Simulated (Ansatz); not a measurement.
Input file:

```yaml
crystal:
  periodic: [false, false, false]
  atoms:
    - {symbol: In, position_ang: [0.002184, 0.000135, -0.027733]}
    - {symbol: H, position_ang: [-0.162690, 1.151802, 1.583679]}
    - {symbol: H, position_ang: [-0.086070, -1.167208, 1.575498]}
basis:
  gaussian: {orbitals: def2-TZVPP}
total_charge: 1
magnetization: {spin_polarized: false, initial_magnetization: 2}
correlation: {method: ccsd_t, electrons: outside_noble_gas}
output: {forces: true}
```

```sh
$ ansatz run in.yaml --threads 1 --pin off --events-out ev --progress --plain --max-ram 2393MiB
```

Task: Roughly how long does this take on 1 thread of Arm Neoverse V2, shared host, and how much host memory?

Result: 9 s wall and 0.41 GiB.

```
629 factors; integrals over basis functions are off by at most 9.1e-4 eV
mean field evaluation 1: about -5169.7722 eV, gradient 9.1e0 eV
mean field evaluation 2: about -5169.7755 eV, gradient 9.0e0 eV
mean field evaluation 4: about -5170.1867 eV, gradient 7.5e-1 eV
mean field evaluation 8: about -5170.2086 eV, gradient 1.9e-1 eV
mean field evaluation 16: about -5169.7723 eV, gradient 9.1e0 eV
mean field -5170.21155446 eV, -190.0017701312 hartree, gradient 2.7e-6 eV, S^2 2.000000; 0 other end points of the search recorded, 0 dependent functions left out
mean field evaluation 32: about -5170.6619 eV, gradient 2.8e-3 eV
9 core orbitals not correlated: weight in the atoms' cores, before any rotation towards them, 0.997 or more for the frozen orbitals, at most 0.003 for the correlated occupied ones
reference -5170.21155446 eV, -190.0017701312 hartree; 3, 1 occupied and 66, 68 virtual orbitals, 629 factors
second order -1.10754278 eV of doubles, -0.22881398 eV of singles
cycle   1  -1.57394936 eV  change   -2.3e-1 eV  update   5.7e-2
cycle   2  -1.71892469 eV  change   -1.4e-1 eV  update   2.7e-2
cycle   3  -1.73131482 eV  change   -1.2e-2 eV  update   1.2e-2
cycle   4  -1.74124373 eV  change   -9.9e-3 eV  update   5.7e-3
cycle   5  -1.74189286 eV  change   -6.5e-4 eV  update   1.6e-3
cycle   6  -1.74183878 eV  change    5.4e-5 eV  update   3.8e-4
cycle   7  -1.74185550 eV  change   -1.7e-5 eV  update   1.3e-4
cycle   8  -1.74181643 eV  change    3.9e-5 eV  update   4.4e-5
cycle   9  -1.74180959 eV  change    6.8e-6 eV  update   1.5e-5
cycle  10  -1.74181543 eV  change   -5.8e-6 eV  update   5.8e-6
cycle  11  -1.74181554 eV  change   -1.2e-7 eV  update   2.3e-6
cycle  12  -1.74181564 eV  change   -9.9e-8 eV  update   8.5e-7
perturbative correction -0.02809854 eV, -0.0010326021 hartree
the calculation of the forces begins
Total energy: -5171.98146864 eV, -190.0668132775 hartree
Atom 0 at     0.002184     0.000135    -0.027733 Å, force     0.001105     0.000867    -0.014365 eV/Å
Atom 1 at    -0.162690     1.151802     1.583679 Å, force     0.001891    -0.073072     0.006374 eV/Å
Atom 2 at    -0.086070    -1.167208     1.575498 Å, force    -0.002996     0.072205     0.007991 eV/Å
Dipole moment:    -0.008429    -0.000066     0.106861 e Å
```

Forces (eV/Å):
```
In   0.001  0.001 -0.014
H    0.002 -0.073  0.006
H   -0.003  0.072  0.008
```

For the same geometry and basis full CI lies 8.8 meV lower.
